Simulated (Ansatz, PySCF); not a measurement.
Bond stretch in H₂, singlet.

UHF/def2-TZVP (Ansatz, an electronic-structure program); RHF/def2-TZVP (Ansatz); UKS-CAM-B3LYP = unrestricted CAM-B3LYP/def2-TZVP (Ansatz); RKS-CAM-B3LYP = Ansatz with restricted CAM-B3LYP/def2-TZVP; UKS-PBE0 = unrestricted PBE0/def2-TZVP (Ansatz); RKS-PBE0 = Ansatz with restricted PBE0/def2-TZVP; UKS-PBE = unrestricted PBE/def2-TZVP (Ansatz); RKS-PBE = restricted PBE/def2-TZVP (Ansatz); UKS-B3LYP/6-31G* = unrestricted B3LYP/6-31G*, spherical d run with PySCF; RKS-B3LYP/6-31G* = restricted B3LYP/6-31G*, spherical d (PySCF); UKS-BP86/6-31G* = PySCF with unrestricted BP86/6-31G*, spherical d; RKS-BP86/6-31G* = PySCF with restricted BP86/6-31G*, spherical d; UKS-M06-2X/6-31G* = unrestricted M06-2X/6-31G*, spherical d in PySCF; RKS-M06-2X/6-31G* = restricted M06-2X/6-31G*, spherical d run with PySCF.

Scanned distances (Å): 0.60, 0.64, 0.68, 0.69, 0.73, 0.75, 0.77, 0.80, 0.83, 0.85, 0.93, 1.01, 1.13, 1.24, 1.34, 1.49, 1.66, 1.85, 1.99, 2.21, 2.63, 2.97.

Q: Where does the unrestricted solution first break spin symmetry (<S²> of 0.01 or more)?

A: UHF: between 1.13 and 1.24 Å; UKS-CAM-B3LYP: between 1.34 and 1.49 Å; UKS-PBE0: between 1.49 and 1.66 Å; UKS-PBE: between 1.49 and 1.66 Å; UKS-B3LYP/6-31G*: between 1.34 and 1.49 Å; UKS-BP86/6-31G*: between 1.49 and 1.66 Å; UKS-M06-2X/6-31G*: between 1.49 and 1.66 Å.

| R / Å | <S²> UHF | E(RHF) − E(UHF) / kcal/mol | <S²> UKS-CAM-B3LYP | E(RKS-CAM-B3LYP) − E(UKS-CAM-B3LYP) / kcal/mol | <S²> UKS-PBE0 | E(RKS-PBE0) − E(UKS-PBE0) / kcal/mol | <S²> UKS-PBE | E(RKS-PBE) − E(UKS-PBE) / kcal/mol | <S²> UKS-B3LYP/6-31G* | E(RKS-B3LYP/6-31G*) − E(UKS-B3LYP/6-31G*) / kcal/mol | <S²> UKS-BP86/6-31G* | E(RKS-BP86/6-31G*) − E(UKS-BP86/6-31G*) / kcal/mol | <S²> UKS-M06-2X/6-31G* | E(RKS-M06-2X/6-31G*) − E(UKS-M06-2X/6-31G*) / kcal/mol |
|---|---|---|---|---|---|---|---|---|---|---|---|---|---|---|
| 0.60 | 0.00 | 0.0 | 0.00 | 0.0 | 0.00 | 0.0 | 0.00 | 0.0 | 0.00 | 0.0 | 0.00 | 0.0 | 0.00 | 0.0 |
| 0.64 | 0.00 | 0.0 | 0.00 | 0.0 | 0.00 | 0.0 | 0.00 | 0.0 | 0.00 | 0.0 | 0.00 | 0.0 | 0.00 | 0.0 |
| 0.68 | 0.00 | 0.0 | 0.00 | 0.0 | 0.00 | 0.0 | 0.00 | 0.0 | 0.00 | 0.0 | 0.00 | 0.0 | 0.00 | 0.0 |
| 0.69 | 0.00 | 0.0 | 0.00 | 0.0 | 0.00 | 0.0 | 0.00 | 0.0 | 0.00 | 0.0 | 0.00 | 0.0 | 0.00 | 0.0 |
| 0.73 | 0.00 | 0.0 | 0.00 | 0.0 | 0.00 | 0.0 | 0.00 | 0.0 | 0.00 | 0.0 | 0.00 | 0.0 | 0.00 | 0.0 |
| 0.75 | 0.00 | 0.0 | 0.00 | 0.0 | 0.00 | 0.0 | 0.00 | 0.0 | 0.00 | 0.0 | 0.00 | 0.0 | 0.00 | 0.0 |
| 0.77 | 0.00 | 0.0 | 0.00 | 0.0 | 0.00 | 0.0 | 0.00 | 0.0 | 0.00 | 0.0 | 0.00 | 0.0 | 0.00 | 0.0 |
| 0.80 | 0.00 | 0.0 | 0.00 | 0.0 | 0.00 | 0.0 | 0.00 | 0.0 | 0.00 | 0.0 | 0.00 | 0.0 | 0.00 | 0.0 |
| 0.83 | 0.00 | 0.0 | 0.00 | 0.0 | 0.00 | 0.0 | 0.00 | 0.0 | 0.00 | 0.0 | 0.00 | 0.0 | 0.00 | 0.0 |
| 0.85 | 0.00 | 0.0 | 0.00 | 0.0 | 0.00 | 0.0 | 0.00 | 0.0 | 0.00 | 0.0 | 0.00 | 0.0 | 0.00 | 0.0 |
| 0.93 | 0.00 | 0.0 | 0.00 | 0.0 | 0.00 | 0.0 | 0.00 | 0.0 | 0.00 | 0.0 | 0.00 | 0.0 | 0.00 | 0.0 |
| 1.01 | 0.00 | 0.0 | 0.00 | 0.0 | 0.00 | 0.0 | 0.00 | 0.0 | 0.00 | 0.0 | 0.00 | 0.0 | 0.00 | 0.0 |
| 1.13 | 0.00 | 0.0 | 0.00 | 0.0 | 0.00 | 0.0 | 0.00 | 0.0 | 0.00 | 0.0 | 0.00 | 0.0 | 0.00 | 0.0 |
| 1.24 | 0.09 | 0.2 | 0.00 | 0.0 | 0.00 | 0.0 | 0.00 | 0.0 | 0.00 | 0.0 | 0.00 | 0.0 | 0.00 | 0.0 |
| 1.34 | 0.33 | 3.0 | 0.00 | 0.0 | 0.00 | 0.0 | 0.00 | 0.0 | 0.00 | 0.0 | 0.00 | 0.0 | 0.00 | 0.0 |
| 1.49 | 0.57 | 11.5 | 0.09 | 0.2 | 0.00 | 0.0 | 0.00 | 0.0 | 0.01 | 0.0 | 0.00 | 0.0 | 0.00 | 0.0 |
| 1.66 | 0.74 | 24.0 | 0.37 | 3.5 | 0.39 | 2.6 | 0.13 | 0.2 | 0.30 | 2.0 | 0.01 | 0.0 | 0.34 | 1.9 |
| 1.85 | 0.85 | 38.9 | 0.61 | 10.3 | 0.66 | 9.7 | 0.53 | 4.0 | 0.56 | 7.5 | 0.40 | 2.2 | 0.64 | 9.4 |
| 1.99 | 0.90 | 49.6 | 0.73 | 16.5 | 0.78 | 16.0 | 0.70 | 8.4 | 0.71 | 12.7 | 0.61 | 5.7 | 0.77 | 16.4 |
| 2.21 | 0.95 | 65.1 | 0.86 | 26.5 | 0.89 | 26.0 | 0.86 | 16.2 | 0.85 | 21.5 | 0.80 | 12.4 | 0.90 | 28.0 |
| 2.63 | 0.98 | 89.5 | 0.96 | 43.9 | 0.97 | 42.4 | 0.96 | 29.4 | 0.00 | — | 0.95 | 24.5 | 0.97 | 48.0 |
| 2.97 | 0.99 | 104.6 | 0.98 | 55.1 | 0.99 | 52.2 | 0.99 | 37.0 | 0.00 | — | 0.98 | 31.8 | 1.00 | 60.7 |

A dash means that the run gave no value there, or that the column was ended at a point which the program doubted or which failed a test of continuity chosen for this set; such a test can also cut sound points.
